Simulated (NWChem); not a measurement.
Species: C$_{2}$H$_{3}$O, doublet; SMILES C[C]=O

```xyz
6

C      0.1025     1.1659     0.0000
C     -0.4294    -0.2428     0.0000
O      0.1734    -1.2729     0.0000
H     -0.2963     1.6970     0.8879
H     -0.2963     1.6970    -0.8879
H      1.2141     1.1921     0.0000
```
Atoms are numbered in this order, from 1.

Program: NWChem. Spin-unrestricted. In the optimisation the excess spin sits in a' (Cs, its own frame). Structure relaxed at the PBE-D3(BJ)/def2-SVP, spin-unrestricted level. No stability test was run on the SCF state. B3LYP is NWChem's, with the RPA form of VWN correlation. Fermi-contact couplings, non-relativistic, static geometry.

```csv
level,A(iso) 13C atom 1 (MHz),A(iso) 13C atom 2 (MHz),A(iso) 17O atom 3 (MHz),A(iso) 1H atom 5 (MHz),A(iso) 1H atom 6 (MHz),<S²>,relative time
TPSSh/aug-cc-pVTZ-J,171,348,-39.6,-12.1,65.6,0.754,7
B3LYP/pcJ-1,173,367,-38.6,-9.1,59.8,0.752,1
PBE/pcJ-1,176,353,-27.7,-8.8,59.0,0.752,1
```

Relative times are rough (shared machine, one core).
